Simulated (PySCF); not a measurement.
Gas-phase reaction: Al(CH₃)Cl₂ = AlH + CH₂Cl₂

Method: PySCF energies plus ideal-gas RRHO corrections (1 bar). † marks an energy on the PBE0/def2-TZVP geometry and frequencies; other levels use their own. CCSD(T) freezes the core. All species are closed-shell singlets. Methyl groups turn as free rotors in Al(CH₃)Cl₂. Al(CH₃)Cl₂: computed as isolated molecules; such fragments, hydroxides, amides, oligomers or adducts are transient or little studied in the gas. CCSD(T) isn't extrapolated to the basis-set limit; its ΔH°(298 K) is 578.0 kJ in def2-SVP and 576.4 kJ in def2-TZVPP. The harmonic model lacks anharmonicity and excited electronic states, which grow with temperature; levels with a mode under 35 cm⁻¹ are left out.

ΔH° and ΔS° at 298 K: BLYP/def2-TZVP† 545 kJ, 124 J/K; CCSD(T)/def2-TZVPP† 576 kJ, 124 J/K; PBE/def2-SVP 574 kJ, 124 J/K; PBE0/def2-QZVP† 580 kJ, 124 J/K; r2SCAN/def2-TZVP† 610 kJ, 124 J/K.

Task: With the heat capacities included, give log10 K (1 bar) at 500, 1000, 1400, 1800, 2000 K from BLYP/def2-TZVP†, CCSD(T)/def2-TZVPP†, PBE/def2-SVP, PBE0/def2-QZVP†, r2SCAN/def2-TZVP†.

Result: 
| T (K) | BLYP/def2-TZVP† | CCSD(T)/def2-TZVPP† | PBE/def2-SVP | PBE0/def2-QZVP† | r2SCAN/def2-TZVP† |
|---|---|---|---|---|---|
| 500 | -50.5 | -53.8 | -53.5 | -54.1 | -57.3 |
| 1000 | -22.1 | -23.8 | -23.6 | -24.0 | -25.5 |
| 1400 | -14.1 | -15.2 | -15.1 | -15.4 | -16.5 |
| 1800 | -9.6 | -10.5 | -10.4 | -10.6 | -11.5 |
| 2000 | -8.0 | -8.9 | -8.8 | -9.0 | -9.7 |
